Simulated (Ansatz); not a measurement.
## Molecular dynamics, step by step

CH₂Na (SMILES [CH2][Na]), doublet, PBE0-D4/def2-SVP (Ansatz 0.2.0). Settings (timestep in fs, temperature in K; T counts 6 degrees of freedom):

```yaml
hamiltonian: {xc: pbe0, dispersion: d4}
md: {n_steps: 40, timestep: 1.0, temperature: 300, ensemble: nve, seed: 892, initial_velocities: maxwell_boltzmann}
```

Start (the SMILES describes the start alone):

C1  (-0.104, -0.011, -0.272)
Na2  (1.543, 0.216, 1.266)
H3  (-0.854, 0.759, -0.481)
H4  (-0.586, -0.964, -0.512)
(Å)

```tsv
step	time (fs)	potential energy less the start (meV)	kinetic energy (meV)	T (K)
0	0.00	0.0	77.6	300
2	2.00	2.1	75.9	294
4	4.00	-6.1	83.2	322
6	6.00	8.2	70.0	271
8	8.00	-2.3	80.2	310
10	10.00	-23.4	100.4	388
12	12.00	-16.4	94.5	366
14	14.00	-19.8	97.1	376
16	16.00	-1.4	79.0	306
18	18.00	23.4	55.0	213
20	20.00	19.0	58.3	225
22	22.00	33.5	44.3	172
24	24.00	44.6	33.5	130
26	26.00	42.3	34.9	135
28	28.00	63.1	15.2	59
30	30.00	59.0	19.0	73
32	32.00	43.8	33.5	130
34	34.00	42.5	36.0	139
36	36.00	13.3	63.9	247
38	38.00	3.9	73.7	285
40	40.00	4.6	73.7	285
```

Step 28, positions (Å) and forces (eV/Å):

```
atom       x       y       z      Fx      Fy      Fz
  C1  -0.201  -0.018  -0.217   0.345  -0.031  -0.989
 Na2   1.568   0.217   1.271  -0.354  -0.025  -0.155
  H3  -0.576   0.795  -0.913   0.086  -0.350   0.602
  H4  -0.271  -0.951  -0.859  -0.077   0.406   0.543
```

Step 34, positions (Å) and forces (eV/Å):

| atom | x | y | z | Fx | Fy | Fz |
| --- | --- | --- | --- | --- | --- | --- |
| C1 | -0.185 | -0.019 | -0.211 | 0.766 | 0.114 | 0.419 |
| Na2 | 1.559 | 0.217 | 1.264 | -0.238 | -0.018 | -0.056 |
| H3 | -0.550 | 0.779 | -0.858 | -0.361 | 0.650 | -0.179 |
| H4 | -0.284 | -0.915 | -0.822 | -0.167 | -0.746 | -0.184 |

Step 36, positions (Å) and forces (eV/Å):

| atom | x | y | z | Fx | Fy | Fz |
| --- | --- | --- | --- | --- | --- | --- |
| C1 | -0.175 | -0.018 | -0.209 | 0.574 | 0.158 | 0.096 |
| Na2 | 1.555 | 0.217 | 1.261 | -0.172 | -0.012 | -0.011 |
| H3 | -0.559 | 0.802 | -0.836 | -0.224 | 0.221 | -0.007 |
| H4 | -0.297 | -0.933 | -0.805 | -0.178 | -0.368 | -0.078 |

Last step (40):

```xyz
4
angstrom
C -0.1515 -0.0173 -0.2057
Na 1.5464 0.2161 1.2553
H -0.5942 0.8494 -0.7809
H -0.3430 -0.9821 -0.7674
```

The run took about 3 min on 2 CPU threads of an Intel Xeon (shared host).
